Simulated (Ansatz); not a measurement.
A run of Ansatz (development build ahead of 0.2.0) on triplet CLiS(+) in separate pieces at this shape:

```
atom   x (Å)   y (Å)    z (Å)
   C  0.0000  0.0000   0.0000
   S  0.0000  0.0000   4.9840
  Li  0.0000  1.7038  -1.1930
```

Its results:

```yaml
Converged: yes
Total_energy: -443.01352 hartree
Spin_squared_of_the_determinant: 2.000
Stability_test: minimum among restricted orbitals
```

(1) Which input gives this output? Name the method, the orbitals and the basis set, and write the input.

Answers

(1) PBE0 (restricted open-shell) in pcseg-2.

```yaml
crystal:
  periodic: [false, false, false]
  atoms:
    - { symbol: C, position_ang: [0.0, 0.0, 0.0] }
    - { symbol: S, position_ang: [0.0, 0.0, 4.984] }
    - { symbol: Li, position_ang: [0.0, 1.7038, -1.193] }
basis:
  gaussian: { orbitals: pcseg-2 }
total_charge: 1
magnetization:
  initial_magnetization: 2
hamiltonian:
  xc: pbe0
```

Caution: stretched shape with no unrestricted run beside it, a lower state can exist; charge can spread falsely over distant fragments; other spin multiplicities may lie lower.
